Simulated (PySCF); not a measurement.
**Variants of one PySCF input: C2⁻**

Base input, run as `OMP_NUM_THREADS=1 python input.py` with PySCF 2.14:

```python
from pyscf import gto, scf, cc

mol = gto.M(
    atom='C 0 0 0; C 0 0 1.368',
    basis='6-31+g*',
    charge=-1,
    spin=1,
    verbose=3,
)
mf = scf.ROHF(mol)
mf.kernel()
mycc = cc.CCSD(mf, frozen=2)
mycc.kernel()
mycc.ccsd_t()
mf.dip_moment()
print('orbital energies (hartree):', mf.mo_energy[..., max(0, mol.nelec[1]-3):mol.nelec[0]+3].round(4))
```

Base result: E(SCF) = -75.524705 Eh, E(CCSD) − E(SCF) = -0.27730 Eh, (T) = -0.01991 Eh. The bond length is a typed value, not an optimised one. The dipole of an ion depends on the origin. No search for the lowest solution was made.

It ran on Intel Xeon Platinum 8259CL @ 2.50GHz (1 thread, shared host) in 4.3 s, peak memory 0.17 GiB.

Each row names what differs from the base; energies in brackets are changes from the base.

```tsv
change	result	wall time (s)
Cartesian functions: off → on	E(SCF) = -75.524942 Eh (-0.0065 eV), E(CCSD) − E(SCF) = -0.27954 Eh, (T) = -0.02029 Eh	4.2
geometry: bond 1.368 → bond 1.327	E(SCF) = -75.533606 Eh (-0.2422 eV), E(CCSD) − E(SCF) = -0.27455 Eh, (T) = -0.01903 Eh	3.9
step after the SCF: ccsd(t) → gradient	E(SCF) = -75.524705 Eh (+0.0000 eV), gradient on the second atom 0.1327 Eh/bohr	1.8
damping: none → 0.2	stops with NotImplementedError (ROHF Fock-damping)	1.3
smearing width (hartree): none → 0.2; step after the SCF: ccsd(t) → none [unsound on purpose] [smearing does not keep the typed spin]	E(SCF) = -74.241132 Eh (+34.9278 eV)	1.4
basis set: 6-31+g* → jorge-dzp-dkh; spin-free X2C: off → on [no diffuse functions for the anion]	E(SCF) = -75.552858 Eh, E(CCSD) − E(SCF) = -0.27642 Eh, (T) = -0.01797 Eh	3.1
functional: none (Hartree–Fock) → m06l; SCF type: ROHF → ROKS; step after the SCF: ccsd(t) → analyze	E(SCF) = -76.017246 Eh	5.2
spin (2S): 1 → 3 [a high spin state]	E(SCF) = -75.394641 Eh (+3.5392 eV), E(CCSD) − E(SCF) = -0.23835 Eh, (T) = -0.01365 Eh	4.5
functional: none (Hartree–Fock) → pbesol; SCF type: ROHF → ROKS; step after the SCF: ccsd(t) → analyze	E(SCF) = -75.603870 Eh	2.8
step after the SCF: ccsd(t) → polarizability; SCF type: ROHF → UHF	E(SCF) = -75.532635 Eh (-0.2158 eV), ⟨S²⟩ = 0.771, α(xx, yy, zz) = 9.2, 9.2, 63.0 bohr³	1.7
spin-free X2C: off → on [basis contracted without relativity]	E(SCF) = -75.553186 Eh, E(CCSD) − E(SCF) = -0.27730 Eh, (T) = -0.01991 Eh	3.5
second-order solver: off → on	E(SCF) = -75.524705 Eh (+0.0000 eV), E(CCSD) − E(SCF) = -0.27730 Eh, (T) = -0.01991 Eh	3.6
basis set: 6-31+g* → 3-21g [no diffuse functions for the anion]	E(SCF) = -75.071260 Eh (+12.3389 eV), E(CCSD) − E(SCF) = -0.20464 Eh, (T) = -0.01215 Eh	2.2
PCM solvent, dielectric constant: none → 2.27; step after the SCF: ccsd(t) → analyze	E(SCF) = -75.583330 Eh (-1.5953 eV)	4
step after the SCF: ccsd(t) → optimize	E(SCF) = -75.524705 Eh (+0.0000 eV), all at the start geometry; optimised bond 1.255 Å with E = -75.540615 Eh after 5 steps	5.2
density fitting: none → weigend	E(SCF) = -75.524222 Eh (+0.0131 eV), E(CCSD) − E(SCF) = -0.27745 Eh, (T) = -0.01996 Eh	7.8
charge: -1 → 1 [another spin of the ion may lie lower]	E(SCF) = -74.972408 Eh (+15.0288 eV), E(CCSD) − E(SCF) = -0.28348 Eh, (T) = -0.02474 Eh	3.4
length unit: angstrom → bohr [unsound on purpose]	E(SCF) = -74.115996 Eh (+38.3329 eV), E(CCSD) − E(SCF) = -0.22439 Eh, (T) = -0.00882 Eh	3.9
step after the SCF: ccsd(t) → ccsd; frozen orbitals: 2 → 0	E(SCF) = -75.524705 Eh (+0.0000 eV), E(CCSD) − E(SCF) = -0.28121 Eh	4.1
```

**Question.** Order these changes by how far they move the SCF energy from the base, largest first: (1) Cartesian functions: off → on; (2) PCM solvent, dielectric constant: none → 2.27; step after the SCF: ccsd(t) → analyze; (3) density fitting: none → weigend; (4) geometry: bond 1.368 → bond 1.327.

**Answer.** (2) -1.5953 eV, (4) -0.2422 eV, (3) +0.0131 eV, (1) -0.0065 eV.
